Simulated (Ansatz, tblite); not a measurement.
# C₁₆H₁₀: a ladder of methods and basis sets

One table from this session's results is given with a row withheld; the runs are named, their logs left out.

Computed with Ansatz 0.2.0, Gaussian basis. Level: as each input shows.

The runs, in order: GFN1-xTB, GFN2-xTB, PBE-D4/def2-TZVP, r2SCAN-D4/def2-TZVP, PBE-D4/def2-SVP, PBE0-D4/def2-SVP, HF/STO-3G, MP2/def2-SVP.

3 further runs of the same task are left out: 3 that didn't finish.

## The geometry

The geometry is that of the singlet, from an earlier relaxation (PBE-D4/def2-SVP).

SMILES `C1=Cc2cc3cc4cccc4ccc3c2=C1`, 26 atoms, charge 0, spin multiplicity 1.

Bond lengths: C1–C2 1.390 Å, C1–C16 1.460 Å, C1–H17 1.099 Å, C2–C3 1.449 Å, C2–H18 1.097 Å, C3–C4 1.383 Å, C3–C15 1.456 Å, C4–C5 1.459 Å, C4–H19 1.101 Å, C5–C6 1.394 Å, C5–C14 1.469 Å, C6–C7 1.410 Å, C6–H20 1.104 Å, C7–C8 1.411 Å, C7–C11 1.483 Å, C8–C9 1.426 Å, C8–H21 1.099 Å, C9–C10 1.399 Å and more. Angles: C2–C1–C16 109.9°, C2–C1–H17 125.7°, C16–C1–H17 124.4°, C1–C2–C3 106.6°, C1–C2–H18 126.6°, C3–C2–H18 126.9°, C2–C3–C4 143.6°, C2–C3–C15 108.1°, C4–C3–C15 108.2°, C3–C4–C5 109.6°, C3–C4–H19 127.4°, C5–C4–H19 123.0°, C4–C5–C6 123.6°, C4–C5–C14 107.5°, C6–C5–C14 128.9°, C5–C6–C7 128.5°, C5–C6–H20 115.9°, C7–C6–H20 115.6° and more.

PBE0-D4/def2-TZVP was run before; its log isn't repeated, and its numbers join the tables.

The first run:

Tight binding, by tblite at 300 K electronic temperature and without a spin-polarisation term:

```python
tblite.interface.Calculator('GFN1-xTB', numbers, positions, charge=0, uhf=0).singlepoint()
```

Tight binding, by tblite at 300 K electronic temperature and without a spin-polarisation term:

```python
tblite.interface.Calculator('GFN2-xTB', numbers, positions, charge=0, uhf=0).singlepoint()
```

start.molden holds the orbitals of an earlier run on this state, given as this run's starting guess.

Contents of in.yaml:

```yaml
crystal:
  periodic: [false, false, false]
  atoms:
    - {symbol: C, position_ang: [4.499479, -0.355075, 0.354785]}
    - {symbol: C, position_ang: [4.084501, 0.968490, 0.263840]}
    - {symbol: C, position_ang: [2.640034, 0.941848, 0.156209]}
    - {symbol: C, position_ang: [1.517163, 1.740183, 0.036736]}
    - {symbol: C, position_ang: [0.323378, 0.902223, -0.015837]}
    - {symbol: C, position_ang: [-0.969271, 1.409118, -0.135192]}
    - {symbol: C, position_ang: [-2.187569, 0.702597, -0.195278]}
    - {symbol: C, position_ang: [-3.468876, 1.280428, -0.316449]}
    - {symbol: C, position_ang: [-4.446420, 0.242985, -0.344238]}
    - {symbol: C, position_ang: [-3.801037, -0.993760, -0.241052]}
    - {symbol: C, position_ang: [-2.387996, -0.765826, -0.145809]}
    - {symbol: C, position_ang: [-1.424661, -1.766595, -0.029679]}
    - {symbol: C, position_ang: [-0.018342, -1.654095, 0.070788]}
    - {symbol: C, position_ang: [0.760110, -0.497320, 0.078537]}
    - {symbol: C, position_ang: [2.209059, -0.448846, 0.184999]}
    - {symbol: C, position_ang: [3.341951, -1.243732, 0.305043]}
    - {symbol: H, position_ang: [5.539546, -0.696419, 0.448717]}
    - {symbol: H, position_ang: [4.727731, 1.857438, 0.272918]}
    - {symbol: H, position_ang: [1.480735, 2.838963, -0.014074]}
    - {symbol: H, position_ang: [-1.052984, 2.509030, -0.189311]}
    - {symbol: H, position_ang: [-3.669079, 2.358880, -0.378815]}
    - {symbol: H, position_ang: [-5.530731, 0.395807, -0.431982]}
    - {symbol: H, position_ang: [-4.275206, -1.984193, -0.232667]}
    - {symbol: H, position_ang: [-1.818360, -2.797975, -0.013727]}
    - {symbol: H, position_ang: [0.535070, -2.603729, 0.154071]}
    - {symbol: H, position_ang: [3.391776, -2.340436, 0.357468]}
basis:
  gaussian: {orbitals: def2-TZVP, initial_orbitals: start.molden}
hamiltonian: {xc: pbe, dispersion: d4}
scf: {omitted_lower_state_checks: [starts]}
output: {forces: true, orbitals: {seedname: orbitals}}
```

Command:

```sh
$ ansatz run in.yaml --threads 4 --pin off --events-out ev --progress --plain --max-ram 6963MiB
```

Steps of the session up to this table: PBE-D4/def2-TZVP; r2SCAN-D4/def2-TZVP; PBE-D4/def2-SVP; PBE0-D4/def2-SVP; HF/STO-3G; MP2/def2-SVP.

One table of the session follows, with a row left open; its other results are not shown here.

It belongs to the step «Binding energy». 

```
              level  binding an atom (eV)
          HF/STO-3G                 4.482
        HF/def2-SVP                 4.012
    PBE-D4/def2-SVP                 5.721
   PBE-D4/def2-TZVP                     ?
r2SCAN-D4/def2-TZVP                 5.429
   PBE0-D4/def2-SVP                 5.586
  PBE0-D4/def2-TZVP                 5.491
       MP2/def2-SVP                 5.347
```

Q: Estimate the row for PBE-D4/def2-TZVP from the others.

As computed: binding an atom (eV): 5.629. In the column «binding an atom (eV)» it lies between PBE0-D4/def2-SVP (5.586) and PBE-D4/def2-SVP (5.721).

To keep in mind: Free atoms were run apart at each level; binding is atoms less cluster, divided by the number of atoms, without zero-point or spin-orbit terms.
